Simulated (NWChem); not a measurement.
System: propene (C3H6); SMILES C=CC

```xyz
9

C     -0.1664    -1.2287     0.0000
C      0.4502     0.1308     0.0000
C     -0.2178     1.2854     0.0000
H      0.1507    -1.8089    -0.8830
H      0.1507    -1.8089     0.8830
H     -1.2653    -1.1784     0.0000
H      1.5478     0.1622     0.0000
H     -1.3128     1.3126     0.0000
H      0.3024     2.2469     0.0000
```
Atoms are numbered in this order, from 1.

Results from NWChem. Geometry optimised at PBE0/def2-SVP; all other runs use it. 

| quantity | level | value |
|---|---|---|
| −ε(HOMO) (eV) | PBE/def2-SVP | 6.10 |
| vertical, lowest excitation, singlet (eV) | PBE0/def2-SVPD, TDA | 7.13 |
| solvation free energy (kcal/mol) in water | PBE0/def2-SVP, SMD | 1.3 |
| isotropic polarisability (bohr³), static | PBE0/def2-SVPD | 39.7 |
| dipole (D) | PBE0/def2-SVP | 0.42 |
| highest harmonic frequency (cm⁻¹) | PBE0/def2-SVP | 3259 |
